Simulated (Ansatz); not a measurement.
For bcc Cs, rVV10 (plane waves, PAW; Ansatz, a first-principles code) gives:

| Item | Value |
|---|---|
| lattice parameter a | 5.852 Å |
| cohesive energy | 0.86 eV/atom |

What does r²SCAN-D4 in Ansatz (PAW) give for the same quantities?


- lattice constant a: 6.249 Å (grows by 6.8 %)
- cohesive energy: 0.70 eV/atom (shrinks by 0.16 eV/atom)

For comparison: lattice constant a 6.039 Å (measured, low-temperature or extrapolated to 0 K; zero-point anharmonic expansion removed; as tabulated in Csonka et al. (2009), arXiv:0903.4037); cohesive energy 0.81 eV/atom (measured, static lattice: zero-point vibration energy added; as tabulated in Mejia-Rodriguez and Trickey (2018), arXiv:1807.09216).

Changes are worked out from the printed values.

Unless a cell is named, each level is at its own relaxed cell (rVV10 100.19, r²SCAN-D4 122.00 Å³/atom).

Ansatz's density-functional and Hartree–Fock values are scalar-relativistic unless marked +SOC, with PAW data made under PBE.
